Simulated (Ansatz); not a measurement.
# Al₂H₂+ (doublet): the correlation ladder, cc-pVDZ

An exercise on one series of results from a longer session: the logs are not shown, and one member is left open.

The runs use Ansatz 0.2.0, Gaussian basis; cc-pVDZ, core rule «outside noble gas», up to 10 orbitals frozen.

Plan: UHF; CCSD(T) on ROHF; CCSD(T) on UHF; BCCD(T) on ROHF; CISD; CCSDT(Q) on ROHF; CCSDT(Q) on UHF; CISDTQ; CCSDTQ on ROHF; CCSDTQ on UHF.

14 further runs of the same task are left out: 7 for a known fault of the program, 1 that didn't finish, 6 set aside as unsound or not needed.

### The system

The geometry is a PBE0/def2-TZVP stationary point (not a proven minimum) of the parent state, kept for this charge and spin.

4 atoms, charge 1, spin multiplicity 2.

Atoms are counted from 1 here; the program's logs count them from 0.

Bond lengths: Al1–Al2 2.545 Å, Al1–H3 1.589 Å, Al1–H4 1.589 Å. Angles: Al2–Al1–H3 116.8°, Al2–Al1–H4 116.8°, H3–Al1–H4 126.5°.

Set-up of the first run:

Input file in.yaml:

```yaml
crystal:
  periodic: [false, false, false]
  atoms:
    - {symbol: Al, position_ang: [0.000000, 0.000000, -1.200958]}
    - {symbol: Al, position_ang: [0.000000, 0.000000, 1.344142]}
    - {symbol: H, position_ang: [0.000000, 1.418400, -1.916458]}
    - {symbol: H, position_ang: [0.000000, -1.418400, -1.916458]}
basis:
  gaussian: {orbitals: cc-pVDZ}
total_charge: 1
magnetization: {spin_polarized: true, initial_magnetization: 1}
hamiltonian: {xc: hf}
output: {orbitals: {seedname: orbitals}}
```

The run is started by

```
> ansatz run in.yaml --threads 1 --pin off --events-out ev --progress --plain --max-ram 2816MiB --backend cpu
```

Steps of the session up to this table: UHF; CCSD(T) on ROHF; CCSD(T) on UHF; BCCD(T) on ROHF; CISD; CCSDT(Q) on ROHF; CCSDT(Q) on UHF; CISDTQ; CCSDTQ on ROHF; CCSDTQ on UHF.

One of the session's tables, all rows but one given; the rest of the session is left out.

| method | from UCCSDTQ (meV) |
| --- | --- |
| ROHF | +3369.0 |
| UHF | +3249.4 |
| RMP2 | +967.6 |
| UMP2 | +956.3 |
| CISD | +286.5 |
| RCCSD | +93.4 |
| UCCSD | +87.0 |
| RCCSD(T) | ? |
| UCCSD(T) | +25.9 |
| BCCD(T) | +25.9 |
| RCCSDT | +3.5 |
| UCCSDT | +3.0 |
| CISDTQ | +9.5 |
| RCCSDT(Q) | +1.0 |
| UCCSDT(Q) | +0.7 |
| RCCSDTQ | +0.3 |
| UCCSDTQ | 0 |

Q: Estimate the row for RCCSD(T) from the others.

The run gave: from UCCSDTQ (meV): +26.4. In the column «from UCCSDTQ (meV)» it lies between BCCD(T) (+25.9) and UCCSD (+87.0).

To keep in mind: Restricted and unrestricted rows rest on different reference determinants; where their highest levels disagree by more than a few hundredths of an eV, they describe different states and don't form one ladder.
